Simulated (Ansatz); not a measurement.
C₃H₇FO (`CCC(O)F`). Total charge 0; spin multiplicity 1.

Z-matrix (Å, degrees):
```
C
C 1 1.518
H 1 1.091 2 111.0
H 1 1.091 2 110.8 3 -120.2
H 1 1.094 2 111.3 3 120.2
C 2 1.505 1 112.6 3 -60.7
H 2 1.094 1 111.0 3 59.7
H 2 1.093 1 110.9 3 178.9
F 6 1.390 2 109.1 1 -174.6
O 6 1.376 2 109.5 1 65.7
H 6 1.099 2 111.9 1 -58.5
H 10 0.961 6 109.1 2 -172.7
```

Q: List the harmonic frequencies (cm⁻¹, unscaled) at PBE0-D4/def2-TZVP in Ansatz. (Estimate.)

A: Computed: 113, 221, 247, 358, 441, 465, 590, 792, 893, 1012, 1034, 1084, 1126, 1191, 1259, 1325, 1337, 1387, 1408, 1472, 1475, 1491, 1505, 3015, 3053, 3068, 3109, 3127, 3144, 3859.

Q: Is this a minimum?

A: Yes, all 30 modes are real.

Q: Give the ideal-gas thermochemistry at 298.15 K and 1 bar (rigid rotor, harmonic oscillator; point group C1, symmetry number 1).

A: Zero-point energy 266.8 kJ/mol; H(298) − E = 284.9 kJ/mol; entropy 316.7 J/(mol·K), of which translation 163.2, rotation 107.6, vibration 45.8; G(298) − E = 190.5 kJ/mol.

Q: And at 400, 500, 600, 800 and 1000 K?

A: 
```tsv
T (K)	H − E (kJ/mol)	S (J/mol/K)	G − E (kJ/mol)
400	295.6	347.5	156.6
500	308.5	376.1	120.4
600	323.3	403.1	81.4
800	357.7	452.3	-4.2
1000	396.8	495.9	-99.1
```

Q: Rotational constants (cm⁻¹)?

A: 0.2914, 0.1187, 0.09228.
